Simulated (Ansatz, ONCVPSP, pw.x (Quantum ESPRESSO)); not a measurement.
# Cl (Z = 17): does the ONCV potential hold in the solid?

* Element: Cl (Z = 17)
* Generator: ONCVPSP 4.0.1.1 (patched build)
* Type: optimised norm-conserving Vanderbilt (ONCV)
* Functional: LDA (Perdew-Wang 92)
* Relativity: scalar-relativistic
* Frozen core: [Ne]
* Valence charge: 7
* Reference configuration: 3s2 3p5
* Partial waves: 3s: rc 1.30 bohr, ncon 5, nbas 8, qcut 4.5 1/bohr, local; 3p: rc 1.30 bohr, ncon 3, nbas 6, qcut 6.6 1/bohr, 2 projectors, debl 3.5 Ha
* Local potential: the s channel
* Core correction: none

Atomic tests: cutoffs needed: 34 Ha and 73 Ha (the cutoffs (Ha) at which the residual kinetic energy of the hardest occupied pseudo-wave falls to 1 and 0.1 mHa per electron); ghost test: no bound ghost flagged; no localised positive-energy state flagged; largest excitation error: +101 meV (all-electron minus pseudo) for 3s2 3p2, out of 4 test configurations.

Crystal test: bcc Cl in pw.x 7.5, no spin, 14³ k-points, Fermi–Dirac smearing 0.01 Ry, cutoffs 170/680 Ry. The reference is all-electron LAPW (Ansatz 0.2.0) with the same functional, mesh and smearing; V0 and B0 come from Birch–Murnaghan fits to the pressures at five volumes. Errors are pseudo minus all-electron; Δ is the rms difference of the E(V) curves that follow from these fits, minima aligned, over ±6 % about the mean V0. Mesh and smearing are coarse, so the numbers serve the comparison and aren't converged zero-temperature values; the lattice is a test structure that the element need not adopt.

| V (Å³/atom) | P all-electron (GPa) | P pseudo (GPa) |
| --- | --- | --- |
| 17.704 | 2.62 | 5.96 |
| 18.170 | 1.01 | 3.98 |
| 18.636 | -0.38 | 2.27 |
| 19.102 | -1.57 | 0.80 |
| 19.568 | -2.59 | -0.46 |

All-electron: a0 = 3.332 Å (V0 = 18.50 Å³/atom), B0 = 53.3 GPa.

Pseudopotential: mean pressure error (GPa): +2.69; a0 (Å): 3.385; a0 error (%): +1.58; B0 error (%): -3.0; Δ (meV/atom): 10.3. This is a poor potential for the solid.

**Question.** At the middle volume, how do free energy and pressure move when the wave cutoff is lowered (ecutrho kept at four times it)?

**Answer.**

```
cutoff (Ry)  shift of F (meV/atom)  shift of P (GPa)
         76                  +49.8             +0.01
        102                  +41.0             -0.42
        136                   +9.9             -0.39
```

The run at the middle volume (104 k-points, 4 iterations) took about 45 s on one core of a shared host (Neoverse-V1, 32 threads, 247 GiB, load 22).
